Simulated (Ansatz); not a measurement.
`C[Si]O` and `N[Si]O` differ in one atom or group.

Ansatz, PBE0-D4/def2-TZVP geometries, multiplicity 1. Each molecule was computed in one conformer, which needn't be the lowest.

```json
{"property": "HOMO energy (PBE0/def2-TZVPP) / eV", "`C[Si]O`": "-6.32"}
{"property": "ideal-gas entropy at 298 K and 1 bar (rigid rotor, harmonic PBE0-D4/def2-TZVP) / J/(mol·K)", "`C[Si]O`": "291"}
{"property": "LUMO energy (PBE/def2-TZVPP) / eV", "`C[Si]O`": "-2.47"}
{"property": "HOMO energy (PBE/def2-TZVPP) / eV", "`C[Si]O`": "-5.26"}
{"property": "LUMO energy (B3LYP/def2-TZVPP) / eV", "`C[Si]O`": "-1.82"}
{"property": "HOMO energy (B3LYP/def2-TZVPP) / eV", "`C[Si]O`": "-6.16"}
```

(1) Give the same properties after the change, and the shifts. (Best estimate.)

Answers

(1) Computed: 
| property | `N[Si]O` | shift |
| --- | --- | --- |
| HOMO energy (PBE0/def2-TZVPP) / eV | -6.75 | -0.43 |
| ideal-gas entropy at 298 K and 1 bar (rigid rotor, harmonic PBE0-D4/def2-TZVP) / J/(mol·K) | 276 | -15 |
| LUMO energy (PBE/def2-TZVPP) / eV | -1.46 | 1.01 |
| HOMO energy (PBE/def2-TZVPP) / eV | -5.66 | -0.40 |
| LUMO energy (B3LYP/def2-TZVPP) / eV | -0.84 | 0.98 |
| HOMO energy (B3LYP/def2-TZVPP) / eV | -6.59 | -0.43 |

With PBE0 the HOMO falls by 0.43 eV and the LUMO rises by 0.98 eV, so the gap widens by about 1.41 eV. PBE moves the HOMO by -0.40 eV and ωB97M-V by -0.48 eV. The zero-point energy changes by -25.0 kJ/mol with -3 modes.

B3LYP here is the variant with VWN-RPA as its local correlation; programs differ in this.
